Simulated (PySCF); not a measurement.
# Cl2O2S (sulfuryl chloride): the cost of one run

Computed with PySCF 2.14.0, with density-fitted response routines of our own, on a single molecule in the gas phase. Atoms are numbered from 0 throughout.

## (1) The molecule as given

5 atoms, charge 0, multiplicity 1; geometry from: GFN2-xTB. The atoms were then displaced at random by about 0.01 Å, so the start is not that level's minimum.

Bonds of the start (Å): O0–S1 1.42, S1–O2 1.41, S1–Cl3 2.07, S1–Cl4 2.04.

## (2) Optimising the geometry at PBE0-D3(BJ)/def2-SVP

Job settings and geometry (Å):

```
{"job": {"xc": "PBE0", "basis": "def2-SVP", "d3": "d3bj", "grid": 1, "shake": 0.01, "kind": "geom"}, "charge": 0, "multiplicity": 1}
O      0.023300    -0.996750    -1.205540
S     -0.009280    -0.241330     0.000970
O     -0.060050    -0.905960     1.245280
Cl     1.632120     1.026730    -0.006620
Cl    -1.552510     1.083340    -0.071990
```

Command:

```
$ OMP_NUM_THREADS=1 python probes_run.py task.json out
```

This one command runs all jobs of the session in turn.

Q: Estimate the wall time and peak memory of this first job on 1 thread of Arm Neoverse V1, shared host.

About 14 s, with a peak of 0.36 GiB.
